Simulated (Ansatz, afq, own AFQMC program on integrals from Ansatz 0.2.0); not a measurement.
**GeH$_{2}$, triplet: a scan with AFQMC**

```csv
atom,x (Å),y (Å),z (Å)
Ge,0.0000,-0.0208,0.0000
H,0.0000,0.7490,-1.3344
H,0.0000,0.7490,1.3344
```

The Ge1–H2 distance is changed with both sides rigid. Energies in mEh count from this geometry (1.540 Å) at the same level; the start stands on UHF, each point on the determinant named.

Basis cc-pVDZ. Only valence electrons are correlated. Integrals, coupled cluster, full CI and functionals: Ansatz 0.2.0; the random walks run on the same integrals in our own AFQMC program. The CISD trial takes its coefficients from CCSD amplitudes. Released means that phaseless walkers are propagated on without the constraint, phases kept. Uncertainties: one standard error, sampling alone. No spin–orbit coupling.

Cautions, each for one point or more: inner d shell frozen; lower spins were not checked; no relativity below Rb; no spin-orbit coupling.

| r(Ge1–H2) / Å | det. | T1 | weight | ⟨S²⟩ | MP2 | wB97M-V | CCSD(T) |
| --- | --- | --- | --- | --- | --- | --- | --- |
| 1.392 | UHF | 0.013 | 0.94 | 2.01 | 8.3 | 8.2 | 9.1 |
| 1.701 | UHF | 0.015 | 0.93 | 2.01 | 6.8 | 6.1 | 5.6 |
| 4.056 | UHF | 0.012 | 0.93 | 2.01 | 76.6 | 77.3 | 76.3 |

(1) Estimate the curve of CCSDT(Q), counted from the same start.

Results:

(1) 
```
r(Ge1–H2) / Å  det.     T1  weight  ⟨S²⟩  CCSDT(Q)  ph-AFQMC/CISD  released AFQMC
        1.392   UHF  0.013    0.94  2.01       9.2      9.3 ± 0.1       9.2 ± 0.1
        1.701   UHF  0.015    0.93  2.01       5.5      5.4 ± 0.1       5.5 ± 0.1
        4.056   UHF  0.012    0.93  2.01      76.5     76.5 ± 0.1      76.6 ± 0.1
```

Weight is that of the determinant in the CISD state; at the start T1 is 0.013 and the weight 0.94, and ⟨S²⟩ is 2.01. Symmetry can't show for every point that it stays on the start's state. Largest departures from CCSDT(Q), at the points where its series has closed: CCSD(T) -0.1 mEh at 4.056 (on UHF), ph-AFQMC/CISD 0.1 mEh at 1.392 (on UHF) (within the noise), released AFQMC 0.1 mEh at 4.056 (on UHF) (within the noise), MP2 1.3 mEh at 1.701 (on UHF). The functionals aren't scored here. In this small basis the wave-function levels are far from their limit, so their gap to the functionals isn't the functionals' error.

A walk keeps the symmetry of its determinant, which the program's search chose and which needn't be the lowest solution, so a lower state of the same spin and another symmetry isn't excluded. Released energies are given only where the last usable release times agree within the noise; a slower fall can still hide under it.
